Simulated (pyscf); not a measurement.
Structures and frequencies: ωB97X-D3(BJ)/def2-SVP in PySCF.

Problem. For CH₃• (SMILES [CH3]) + H₃C–SiH₃ (SMILES C[SiH3]) → CH₄ (SMILES C) + H₃C–SiH₂• (SMILES C[SiH2]), a hydrogen abstraction (doublet surface; H–Si broken, C–H formed), PBE/def2-TZVP gives ΔE‡ = 2.2 kcal/mol and ΔE = -18.6 kcal/mol (zero: the separated reactants). In which direction and how far do B3LYP-D3(BJ)/def2-TZVP, M06-2X/def2-TZVP, ωB97M-D3(BJ)/def2-TZVP move these?

Solution. B3LYP-D3(BJ): ΔE‡ = 5.7 kcal/mol, ΔE = -15.2 kcal/mol; M06-2X: ΔE‡ = 8.3 kcal/mol, ΔE = -17.5 kcal/mol; ωB97M-D3(BJ): ΔE‡ = 8.6 kcal/mol, ΔE = -14.6 kcal/mol. PBE's barrier lies under all of them, by 3.5 to 6.4 kcal/mol. Its reaction energy lies under all of them, by 1.1 to 4.0 kcal/mol. One saddle was located; it need not be the lowest between these sides. The angle at the transferred H is 177°.
